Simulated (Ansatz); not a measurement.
# Cobalt, hcp under PBE: convergence with the cold (Marzari-Vanderbilt) smearing

A convergence test of the cold (Marzari-Vanderbilt) smearing width. The geometry was relaxed under PBE beforehand and stays fixed; 7 values are run, from 0.01 to 1.0 eV. Wanted are the values from which on the energy stays within 10 and 1 meV/atom, and the pressure within 0.5 GPa, of the narrowest run. Within the series other settings stay, but some runs also write fields, which adds to their time. Spin polarisation is left out.

Program: Ansatz 0.2.0. Level of theory: DFT PBE, plane waves with PAW, scalar-relativistic. These are calculated values, not measurements.

### 1 The starting structure

Symmetry: P6_3/mmc, No. 194, hexagonal system. Conventional cell: a = 2.458 Å, b = 2.458 Å, c = 3.961 Å, α = 90.00°, β = 90.00°, γ = 120.00°. Co (site symmetry -6m2) is surrounded by 12 Co at 2.44 to 2.46 Å.

Coordinates:

```cif
data_structure
_symmetry_space_group_name_H-M 'P6_3/mmc'
_symmetry_Int_Tables_number 194
_cell_length_a 2.4584
_cell_length_b 2.4584
_cell_length_c 3.9607
_cell_angle_alpha 90.000
_cell_angle_beta 90.000
_cell_angle_gamma 120.000
_cell_volume 20.73
loop_
_atom_site_label
_atom_site_type_symbol
_atom_site_symmetry_multiplicity
_atom_site_Wyckoff_symbol
_atom_site_fract_x
_atom_site_fract_y
_atom_site_fract_z
_atom_site_occupancy
Co1 Co 2 c 0.33333 0.66667 0.25000 1
```

### 2 Width 0.01 eV

The run at 0.01 eV.

input.yaml

```yaml
crystal:
  lattice:
    - [2.4583936733, 0.0, 0.0]
    - [-1.2291968366, 2.1290313736, 0.0]
    - [0.0, 0.0, 3.9606917934]
  atoms:
    - { symbol: Co, position: [0.3333333333, 0.6666666667, 0.25] }
    - { symbol: Co, position: [0.6666666667, 0.3333333333, 0.75] }
hamiltonian:
  xc: pbe
  pseudopotentials:
    kind: paw
    azcp:
      Co: "pseudopotentials/Co.paw.azcp"
basis:
  ecutwfc: 420
  fft_grid_basis: typed
kpoints:
  mp_grid: { grid: [15, 15, 8], shift: [0, 0, 0] }
magnetization:
  spin_polarized: false
scf:
  occupations: { method: cold, width: 0.01 }
  lower_state_search: "off"
output:
  stress: true
```

On the command line:

```bash
$ ansatz run input.yaml --threads 1 --pin off --max-ram 3584MiB --backend cpu --events-out ev --progress --plain --runs-dir out
```

### 3 Width 0.03 eV

The run at 0.03 eV.

input.yaml, as its differences from that of step 2:

```diff
@@ -22,3 +22,3 @@
 scf:
-  occupations: { method: cold, width: 0.01 }
+  occupations: { method: cold, width: 0.03 }
   lower_state_search: "off"
@@ -26 +26,5 @@
   stress: true
+  write_density: true
+  write_potential: true
+  elf: true
+  volumetric_format: npy
```

### 4 Width 0.1 eV

The run at 0.1 eV.

input.yaml, as its differences from that of step 3:

```diff
@@ -22,3 +22,3 @@
 scf:
-  occupations: { method: cold, width: 0.03 }
+  occupations: { method: cold, width: 0.1 }
   lower_state_search: "off"
@@ -26,5 +26 @@
   stress: true
-  write_density: true
-  write_potential: true
-  elf: true
-  volumetric_format: npy
```

### 5 Width 0.2 eV

The run at 0.2 eV.

input.yaml, as its differences from that of step 4:

```diff
@@ -22,3 +22,3 @@
 scf:
-  occupations: { method: cold, width: 0.1 }
+  occupations: { method: cold, width: 0.2 }
   lower_state_search: "off"
@@ -26 +26,5 @@
   stress: true
+  write_density: true
+  write_potential: true
+  elf: true
+  volumetric_format: npy
```

### 6 Width 0.3 eV

The run at 0.3 eV.

input.yaml, as its differences from that of step 5:

```diff
@@ -22,3 +22,3 @@
 scf:
-  occupations: { method: cold, width: 0.2 }
+  occupations: { method: cold, width: 0.3 }
   lower_state_search: "off"
@@ -26,5 +26 @@
   stress: true
-  write_density: true
-  write_potential: true
-  elf: true
-  volumetric_format: npy
```

### 7 Width 0.6 eV

The run at 0.6 eV.

input.yaml, as its differences from that of step 6:

```diff
@@ -22,3 +22,3 @@
 scf:
-  occupations: { method: cold, width: 0.3 }
+  occupations: { method: cold, width: 0.6 }
   lower_state_search: "off"
@@ -26 +26,5 @@
   stress: true
+  write_density: true
+  write_potential: true
+  elf: true
+  volumetric_format: npy
```

### 8 Width 1.0 eV

The run at 1.0 eV.

input.yaml, as its differences from that of step 7:

```diff
@@ -22,3 +22,3 @@
 scf:
-  occupations: { method: cold, width: 0.6 }
+  occupations: { method: cold, width: 1.0 }
   lower_state_search: "off"
@@ -26,5 +26 @@
   stress: true
-  write_density: true
-  write_potential: true
-  elf: true
-  volumetric_format: npy
```

(Steps that only read results are left out.)

Q: Predict the outcome of this session.

The runs gave:

| quantity | value |
| --- | --- |
| E(σ → 0) stays within 10 meV/atom of 0.01 eV | up to 0.3 eV |
| E(σ → 0) stays within 1 meV/atom | up to 0.2 eV |
| pressure stays within 0.5 GPa | up to 0.6 eV |
| pressure at 0.01 eV | -1.10 GPa |
| energy of a separate run on a finer mesh (24×24×13) | -0.4 meV/atom from 0.01 eV |

At 1.0 eV the energy differs by -69.6 meV/atom and the pressure by -2.1 GPa. Over the range F shifts by -55.2 meV/atom, while E(σ → 0) shifts by -69.6. This scheme cancels the term in the square of the width, so F moves little up to 0.2 eV. The mesh (15×15×8) is fixed, so the narrowest widths carry a k-point error of their own. A run on a finer mesh agrees with the yardstick to 1 meV/atom. The cell taken over is 6 % smaller than the measured one (11.07 Å³/atom, COD).

Real Co is ferromagnetic; without spin these runs don't describe its ground state.
